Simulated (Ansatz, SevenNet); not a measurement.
For rock-salt HfC, the machine-learned potential SevenNet-l3i5 (trained on PBE and PBE+U data) gives:

```
Property              Result
-------------------  -------
lattice parameter a  4.650 Å
bulk modulus         241 GPa
```

Q: What does r²SCAN+SOC (Ansatz, a program for electronic structure, PAW) give for the same quantities?

A: 
- lattice constant a: 4.637 Å (falls by 0.3 %)
- bulk modulus: 245 GPa (increases by 1.7 %)

For comparison: lattice constant a 4.638 Å (measured, temperature not stated, no zero-point or thermal correction; as tabulated in Zhang et al. (2018), doi:10.1088/1367-2630/aac7f0); bulk modulus 242 GPa (measured, room temperature, not corrected to a static lattice, sources range from 242 to 286; as tabulated in Synthesis of Binary Transition Metal Nitrides, Carbides and Borides from the …).

Changes are worked out from the printed values.

Unless a cell is named, each level is at its own relaxed cell (SevenNet-l3i5 12.57, r²SCAN+SOC 12.46 Å³/atom).

Levels without +SOC leave out spin–orbit coupling, which shifts energies and cells of such heavy elements.

Ansatz's density-functional and Hartree–Fock values are scalar-relativistic unless marked +SOC, with PAW data made under PBE.
